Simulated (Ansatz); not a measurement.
Input for Ansatz (development build ahead of 0.2.0):

```yaml
crystal:
  periodic: [false, false, false]
  atoms:
    - { symbol: "N", position_ang: [-0.00039, 0.00101, 0.12156] }
    - { symbol: H, position_ang: [0.93128, -0.0016, -0.2838] }
    - { symbol: H, position_ang: [-0.46654, 0.8124, -0.28338] }
    - { symbol: H, position_ang: [-0.46435, -0.81181, -0.28388] }
basis:
  gaussian: { orbitals: def2-TZVP }
hamiltonian:
  xc: hf
correlation:
  method: mp2
  frozen_orbitals: { H: 0, "N": 1 }
```

The input is written out in the form of the current development build from the run's settings.

The run gave:

| Item | Value |
| --- | --- |
| Converged | yes |
| Reference energy | -56.21756 hartree |
| Correlation energy | -0.22595 hartree |
| Total energy | -56.44351 hartree |
| Spin squared of the determinant | 0.000 |
